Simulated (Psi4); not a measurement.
# CCSD(T)/def2-TZVPP run of BNH4 (SMILES BN)

Aim: the energy change on altering one bond length of BNH4 at CCSD(T)/def2-TZVPP, from 2 runs. 

The calculation is run with Psi4 1.11.

## 1. Starting point

BNH4 has 6 atoms, charge 0, and is taken as a singlet. SMILES: `BN`. Geometry: relaxed at PBE0-D4/def2-TZVP.

Bond lengths: B1–N2 1.385 Å, B1–H3 1.197 Å, B1–H4 1.197 Å, N2–H5 1.006 Å, N2–H6 1.006 Å. Angles: B1–N2–H5 123.2°, B1–N2–H6 123.2°, N2–B1–H3 119.0°, N2–B1–H4 119.0°, H5–N2–H6 113.5°, H3–B1–H4 122.0°.

## 2. The energy at CCSD(T)/def2-TZVPP

Input file input.inp:

```
memory 1.6 GB

molecule molecule1 {
  0 1
  B
  N 1 1.384924
  H 1 1.197064 2 119.00323
  H 1 1.197036 3 121.98914 2 179.99388
  H 2 1.005873 1 123.23009 4 0.00539
  H 2 1.005781 5 113.53278 1 -179.99309
  units angstrom
  symmetry c1
}

set {
  basis           def2-TZVPP
  puream          true
  e_convergence   1e-09
  d_convergence   1e-08
  scf_type        pk
  num_frozen_docc 2
}

energy('ccsd(t)')
```

Started as:

```sh
$ psi4 -n 1 input.inp input.out
```

input.out:

```text
[...]
  Running in c1 symmetry.
[...]
  Nuclear repulsion =   32.316088889946727
[...]
  Multiplicity = 1
[...]
  Nalpha       = 8
  Nbeta        = 8
[...]
    Number of basis functions: 118
[...]
   @RHF iter   1:   -81.44506511335827   -7.42205e-01   3.61420e-03 DIIS/ADIIS
[...]
   @RHF iter  10:   -81.52967174794091   -8.32756e-12   3.04726e-09 DIIS
[...]
    Orbital Energies [Eh]
    ---------------------
    Doubly Occupied:
       1A    -15.554914     2A     -7.582010     3A     -1.161185
       4A     -0.717119     5A     -0.684671     6A     -0.553638
       7A     -0.462547     8A     -0.440171
[...]
  @RHF Final Energy:   -81.52967174794091
   => Energetics <=
    Nuclear Repulsion Energy =             32.3160888899467267
    One-Electron Energy =                -173.3790099404707234
    Two-Electron Energy =                  59.5332493025830800
    Total Energy =                        -81.5296717479409097
[...]
 Multipole Moments:
 ------------------------------------------------------------------------------------
     Multipole            Electronic (a.u.)      Nuclear  (a.u.)        Total (a.u.)
 ------------------------------------------------------------------------------------
 L = 1.  Multiply by 2.5417464519 to convert [e a0] to [Debye]
 Dipole X            :          0.0000910            0.0000023            0.0000933
 Dipole Y            :         -0.0000169           -0.0000636           -0.0000805
 Dipole Z            :          0.2694017            0.4099023            0.6793039
 Magnitude           :                                                    0.6793040
[...]
      * MP2 total energy                      =  -81.856368524707293
[...]
      * CCSD total energy                     =  -81.879521142553131
[...]
      * CCSD(T) total energy                  =  -81.891558735118480
[...]
```

Wall time 82 s (1 thread of Intel Xeon Platinum 8259CL at 2.50GHz (Skylake/Cascade Lake), shared host); peak memory 1.6 GiB.

## 3. The distorted shape, same level

Input file run.py:

```python
import numpy as np
from ase.calculators.psi4 import Psi4
from ase import Atoms

atoms = Atoms(['B', 'N', 'H', 'H', 'H', 'H'], positions=[
    [-0.169352, -0.883187, -0.031061],
    [0.146100, 0.677400, 0.010800],
    [0.184648, -1.571587, 0.882039],
    [-0.753152, -1.332287, -0.974661],
    [-0.121600, 1.313700, -0.720800],
    [0.632000, 1.121400, 0.771300],
])
calc = Psi4(atoms=atoms, method='ccsd(t)', basis='def2-TZVPP', memory='1600MB', num_threads=1, charge=0, multiplicity=1, label='psi4-calc', reference='rhf')
calc.psi4.set_options({'puream': True, 'e_convergence': 1e-09, 'd_convergence': 1e-08, 'scf_type': 'pk', 'num_frozen_docc': 2})
atoms.calc = calc

print(f'energy: {atoms.get_potential_energy():.6f} eV')
```

Started as:

```sh
$ python run.py
```

psi4-calc.dat:

```text
[...]
  Running in c1 symmetry.
[...]
  Nuclear repulsion =   30.057889293365918
[...]
  Multiplicity = 1
[...]
  Nalpha       = 8
  Nbeta        = 8
[...]
    Number of basis functions: 118
[...]
   @RHF iter   1:   -81.42812610501355   -9.55155e-01   3.41946e-03 DIIS/ADIIS
[...]
   @RHF iter  10:   -81.50456492990131   -1.15961e-11   3.72708e-09 DIIS
[...]
    Orbital Energies [Eh]
    ---------------------
    Doubly Occupied:
       1A    -15.550150     2A     -7.627124     3A     -1.118259
       4A     -0.695612     5A     -0.656916     6A     -0.539230
       7A     -0.487502     8A     -0.404886
[...]
  @RHF Final Energy:   -81.50456492990131
   => Energetics <=
    Nuclear Repulsion Energy =             30.0578892933659176
    One-Electron Energy =                -168.9655509263551494
    Two-Electron Energy =                  57.4030967030879253
    Total Energy =                        -81.5045649299013064
[...]
 Multipole Moments:
 ------------------------------------------------------------------------------------
     Multipole            Electronic (a.u.)      Nuclear  (a.u.)        Total (a.u.)
 ------------------------------------------------------------------------------------
 L = 1.  Multiply by 2.5417464519 to convert [e a0] to [Debye]
 Dipole X            :         -0.0303269            0.0947938            0.0644669
 Dipole Y            :         -0.1496093            0.4691158            0.3195065
 Dipole Z            :         -0.0039821            0.0125283            0.0085463
 Magnitude           :                                                    0.3260574
[...]
      * MP2 total energy                      =  -81.833419047251226
[...]
      * CCSD total energy                     =  -81.856413417007019
[...]
      * CCSD(T) total energy                  =  -81.869342149431048
```

Standard output:

```text
energy: -2227.778273 eV
```

Run time: 93 s. Hardware: 1 thread of Intel Xeon Platinum 8259CL at 2.50GHz (Skylake/Cascade Lake), shared host; peak memory 1.6 GiB.

## 4. Summary of results

Level: CCSD(T)/def2-TZVPP, 2 core orbitals frozen.

| quantity | value |
| --- | --- |
| first shape: total energy | -81.89156 Eh |
| first shape: HOMO energy (Hartree–Fock orbitals) | -11.98 eV |
| first shape: LUMO energy (Hartree–Fock orbitals) | 3.29 eV |
| first shape: HOMO–LUMO gap (Hartree–Fock orbitals) | 15.27 eV |
| first shape: correlation energy (2 core orbitals frozen) | -361.9 mEh |
| first shape: (T) correction | -12.04 mEh |
| first shape: T1 diagnostic | 0.012 |
| distorted shape: total energy | -81.86934 Eh |
| distorted shape: HOMO energy (Hartree–Fock orbitals) | -11.02 eV |
| distorted shape: LUMO energy (Hartree–Fock orbitals) | 2.69 eV |
| distorted shape: HOMO–LUMO gap (Hartree–Fock orbitals) | 13.70 eV |
| distorted shape: correlation energy (2 core orbitals frozen) | -364.8 mEh |
| distorted shape: (T) correction | -12.93 mEh |
| distorted shape: T1 diagnostic | 0.017 |
| energy change with the B1–N2 bond stretched from 1.385 to 1.593 Å | 0.605 eV |

In words: With the B1–N2 bond stretched from 1.385 to 1.593 Å the energy rises by 0.60 eV (13.9 kcal/mol). The first shape isn't relaxed at this level, so the change isn't measured from a minimum. The triples (first shape) make up 3.3 % of the correlation energy. The triples (distorted shape) make up 3.5 % of the correlation energy.
